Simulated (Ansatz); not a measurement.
# Caesium, bcc: convergence with the plane-wave cutoff

Computed with Ansatz, LDA, scalar-relativistic PAW, on the relaxed cell (a = 5.768 Å; spin not included). Errors count from a run at 420 eV on a Γ-centred 13×13×13 mesh with Fermi-Dirac smearing of 0.1 eV, extrapolated to zero width. Fixed here: mesh 8×8×8, Fermi-Dirac width 0.1 eV. The pressure holds a Pulay correction and is unreliable far below the recommended cutoff. The SCF starts from atomic densities corrected by a trained network.

```csv
cutoff (eV),E(σ→0) error (meV/atom),P (GPa),SCF iterations
150,775.5,0.02,6
200,201.9,0.00,6
250,51.3,-0.01,6
300,12.2,-0.01,6
350,3.7,-0.01,6
420,2.5,-0.01,6
500,2.4,-0.01,6
600,2.4,-0.01,6
800,2.4,-0.01,6
```

Within 5 meV/atom of the last row: from 350 eV on.
